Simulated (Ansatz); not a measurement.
Cohesive energy (eV/atom) of solids drawn from the class of elemental solids other than molecular ones, at two levels: r²SCAN (Ansatz, a first-principles code, plane waves, PAW), and HSE06 in Ansatz (plane waves, PAW).

```csv
solid,r²SCAN,HSE06,shift (eV/atom)
grey tin (α-Sn),3.26,3.16,-0.10
hcp Zn,1.47,1.18,-0.29
α-phase Ga,2.84,2.64,-0.20
bcc K,0.85,0.84,-0.01
fcc Pb,2.82,2.79,-0.03
hcp Be,3.80,3.70,-0.10
bcc Li,1.58,1.55,-0.03
bcc Cs,0.68,0.69,+0.01
hcp Cd,1.07,0.87,-0.20
fcc Sr,1.79,1.57,-0.22
```

The shifts run from -0.29 eV/atom to +0.01 eV/atom, with a median of -0.10 eV/atom.

Over all 10 rows HSE06 is the larger in 1.

Ansatz's runs of these crystals have no spin polarisation.

Spin–orbit coupling is left out, also for the solids with elements from indium on (grey tin (α-Sn), fcc Pb, bcc Cs); its size isn't shown.

Free atoms are spin-polarised, in the lowest state found; at levels without +SOC their spin–orbit coupling is left out. Each level is taken at its own relaxed cell. Ansatz's density-functional and Hartree–Fock values are scalar-relativistic unless marked +SOC, with PAW data made under PBE.
